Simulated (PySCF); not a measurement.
Geometries of 2 isomers of C2H5NO, from PySCF, PBE0-D3(BJ)/def2-SVP geometry optimisation, gas phase. One conformer each, no zero-point energy, no frequencies.

Problem. Which is lower in electronic energy at this level?
A.
```xyz
9
angstrom
C     -1.273    0.347    0.190
C      0.034   -0.354    0.091
N      1.068    0.264   -0.319
O      2.179   -0.537   -0.350
H     -1.168    1.392   -0.130
H     -1.654    0.327    1.225
H     -2.032   -0.145   -0.440
H      0.109   -1.417    0.372
H      2.870    0.054   -0.665
```
B.
```xyz
9
angstrom
C     -1.043   -0.230   -0.273
C      0.163    0.084    0.587
N      1.332    0.258   -0.086
O      0.087    0.171    1.794
H     -1.445   -1.206    0.035
H     -0.838   -0.249   -1.352
H     -1.821    0.519   -0.065
H      2.164    0.466    0.451
H      1.401    0.187   -1.090
```

Solution. B. That is `CC(N)=O` (acetamide), 54.9 kcal/mol below the other.

| SMILES | atoms numbered as above | E (Eh) | relative (kcal/mol) | relative (kJ/mol) | dipole (D) |
| --- | --- | --- | --- | --- | --- |
| CC(N)=O | [CH3:1][C:2]([NH2:3])=[O:4] | -208.83084 | 0.0 | 0.0 | 3.77 |
| C/C=N/O | [CH3:1]/[CH:2]=[N:3]/[OH:4] | -208.74333 | 54.9 | 229.8 | 0.40 |

As drawn, the lower has a C=O bond, an N–H bond and a C(=O)–N unit, which the higher lacks; the higher has a C=N bond, an N–O linkage and an O–H bond, which the lower lacks.
